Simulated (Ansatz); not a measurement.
CuO, treated with HSE06 in Ansatz (PAW).

Run with plane-wave cutoff 520 eV, 10×10×6 k mesh (along the axes of the cell as run), Fermi–Dirac smearing 0.01 eV, no spin polarisation, scalar-relativistic PAW data made under PBE.

Starting structure:

```
CuO
1.0
    2.34185     1.71130     0.00000
   -2.34185     1.71130     0.00000
   -0.85003     0.00000     5.05787
Cu O
2 2
Cartesian
  1.17092   0.85565   0.00000
 -1.59594   0.85565   2.52893
 -0.21251   1.43202   1.26447
 -0.63752   1.99058   3.79340
```

Into what structure does the relaxation of cell and atoms lead at this level, with the symmetry of the start kept?

The volume increases by 7.3 %; final space group C2/c.
```
CuO
1.0
    2.05760     2.06112     0.14481
   -2.05760     2.06112    -0.14481
   -0.43409     0.00000     5.09780
Cu O
2 2
Direct
  0.50000   0.00000   0.00000
  0.00000   0.50000   0.50000
  0.49594   0.49594   0.25000
  0.50406   0.50406   0.75000
```

Note: the solid has no gap at this level, which affects its response; the solid has open-shell d or p electrons, and the run has no spin polarisation; the run warned that the count of filled bands differs between k points; the volume lies 7 % above that of the published cell.

Ansatz is a program for electronic structure.
